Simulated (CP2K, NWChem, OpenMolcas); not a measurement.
NO+ (nitrosonium): the vertical ionisation energy, rung by rung

NO+ has 2 atoms, charge +1, and is taken as a singlet. SMILES: `N#[O+]`. Geometry: the measured bond length.

```xyz
2

N     0.0000    0.0000    0.0000
O     0.0000    0.0000    1.0632
```

Each level gives the vertical ionisation energy (to the doublet dication) (eV). The values are calculated.

```
                            level            kind     program  value (eV)  CPU time (all runs)
                           PM6-FM  semi-empirical        CP2K       20.54            under 2 s
                        HF/STO-3G    Hartree–Fock  OpenMolcas       29.05                3.3 s
HF/STO-3G, open shells restricted    Hartree–Fock  OpenMolcas       30.00                3.8 s
                     SVWN5/STO-3G             LDA  OpenMolcas       30.41                5.5 s
                       PBE/STO-3G             GGA  OpenMolcas       30.40                5.9 s
                   r2SCAN/LANL2DZ        meta-GGA      NWChem       29.23                4.6 s
                      r2SCAN/MINI        meta-GGA      NWChem       33.12                2.8 s
                    r2SCAN/STO-3G        meta-GGA  OpenMolcas       30.57                7.6 s
r2SCAN/SBKJC-VDZ (core potential)        meta-GGA      NWChem       29.29                3.5 s
               r2SCAN/DGauss-DZVP        meta-GGA      NWChem       29.28                5.6 s
```

The values span 20.54 to 33.12 eV. Spin contamination of the reference (⟨S²⟩ at least 0.1 too high) touches HF/STO-3G. Times are those of the runs behind each value, whatever else they computed, on shared processors of several kinds: orders of magnitude only.
